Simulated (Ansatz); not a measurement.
Computed with Ansatz on PBE0-D4/def2-TZVP structures; ΔE is electronic, products minus reactants. CCSD(T)/CBS adds triple-zeta CCSD(T) − MP2 to the extrapolated MP2 energy (def2 sets, frozen cores). DFT in def2-TZVPP. B3LYP here is the variant with VWN-RPA as its local correlation; programs differ in this. One conformer a species, not always the lowest.

`C#CC(C)OC` → `C=C(C=O)CC`  (isomerisation)

`C#CC(C)OC`:

```xyz
14

C     2.369   -0.201   -0.576
C     1.222    0.094   -0.383
C    -0.182    0.454   -0.155
C    -0.858    0.893   -1.439
O    -0.926   -0.621    0.370
C    -0.508   -1.023    1.649
H     3.386   -0.464   -0.750
H    -0.196    1.289    0.567
H    -0.333    1.743   -1.874
H    -0.856    0.072   -2.158
H    -1.890    1.176   -1.227
H    -1.176   -1.823    1.966
H     0.523   -1.396    1.640
H    -0.576   -0.195    2.369
```

`C=C(C=O)CC`:

Cartesian coordinates in Å:
```
C -0.227 0.292 1.852
C -0.399 -0.124 0.597
C -0.761 -1.543 0.408
O -0.988 -2.052 -0.660
C -0.251 0.732 -0.619
C 1.043 0.447 -1.377
H 0.023 1.320 2.090
H -0.338 -0.396 2.684
H -0.823 -2.133 1.348
H -1.100 0.542 -1.282
H -0.291 1.784 -0.326
H 1.915 0.647 -0.749
H 1.083 -0.594 -1.699
H 1.113 1.078 -2.266
```

```csv
level,ΔE (kJ/mol),difference from CCSD(T)/CBS
r2SCAN-D4,-171.2,-15.8
B3LYP-D4,-166.9,-11.5
PBE,-172.4,-17.0
PBE0,-169.5,-14.1
B3LYP,-164.1,-8.7
MP2/def2-TZVPP,-153.1,2.3
CCSD/def2-TZVPP,-155.4,0.0
CCSD(T)/def2-TZVPP,-158.0,-2.6
SCS-MP2/def2-QZVPP,-151.1,4.3
CCSD/CBS(def2),-152.8,2.6
CCSD(T)/CBS,-155.4,0
```

Largest T1 diagnostic among the species: 0.013.
